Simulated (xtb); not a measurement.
Input for xtb:
```
$ xtb mol.xyz --gfn 0 --chrg -1 --uhf 1 --json

# file mol.xyz
4

B     -0.00012924     0.00017465    -0.01065182
Cl     0.02666439     1.72290836     0.02897049
Cl     1.47887022    -0.88426276    -0.03139692
Cl    -1.50549659    -0.83869697     0.00555932
```

What does this run give for the total energy, partial charges in atom order?


- total energy = -15.5694 Eh
- partial charges in atom order = B1 0.06, Cl2 -0.35, Cl3 -0.35, Cl4 -0.35
